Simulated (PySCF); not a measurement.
**Core binding energy against partial charge**

Ethylketene, C4H6O.
Geometry (GFN2-xTB, Å), atoms numbered from 1 in this order:
```xyz
11
C4H6O angstrom
C     -1.3760   -0.0877    0.3831
C     -0.1835   -0.4067   -0.5159
C      0.9529    0.5586   -0.2790
C      2.0780    0.2259    0.2607
O      3.0984   -0.0861    0.7305
H     -1.7322    0.9236    0.2002
H     -1.0958   -0.1695    1.4308
H     -2.1901   -0.7817    0.1871
H     -0.4898   -0.3407   -1.5632
H      0.1595   -1.4248   -0.3261
H      0.7842    1.5916   -0.5342
```

Binding energies: delta-SCF UKS SCAN, pcX-2 on the ionised atom, pcseg-1 elsewhere, spin-free X2C in PySCF 2.14.0. Charges: PBE0/pcSseg-1 ground-state density, for the ionised atom.

| atom | environment | C 1s (eV) | Mulliken (e) | IAO (e) | Hirshfeld (e) | ESP (e) |
| --- | --- | --- | --- | --- | --- | --- |
| C3 | outer carbon of cumulated double bonds | 290.65 | -0.378 | -0.386 | -0.119 | -0.926 |
| C1 | methyl carbon | 290.68 | -0.271 | -0.415 | -0.118 | -0.323 |
| C2 | chain CH2 carbon | 291.27 | -0.210 | -0.229 | -0.054 | +0.409 |
| C4 | central carbon of a ketene | 293.79 | +0.379 | +0.431 | +0.187 | +0.640 |

Task: How well does each charge scheme correlate with the binding energies over these sites?

Result: Hirshfeld: r = 1.00, slope 10.2 eV per e; IAO: r = 1.00, slope 3.8 eV per e; Mulliken: r = 0.99, slope 4.3 eV per e; ESP: r = 0.76, slope 1.6 eV per e. On 4 points no scheme stands out.

Task: The point-charge model writes a binding energy as kq + V + constant, with V the potential of the other atoms' charges at the site. What does it give with the ESP charges?

Result: V = Σ 14.40 eV Å × q/r over all other atoms: +12.53 eV at C3, +4.78 eV at C1, -6.06 eV at C2, -10.47 eV at C4. Fitting binding energy − V to q gives k = 16.2 eV per e and leaves an rms residual of 1.33 eV, against 0.83 eV for the fit on q alone. The model has no term for differences in relaxation between sites.

The structure is a single GFN2-xTB conformer in the gas phase; no vibrational or solvent corrections.
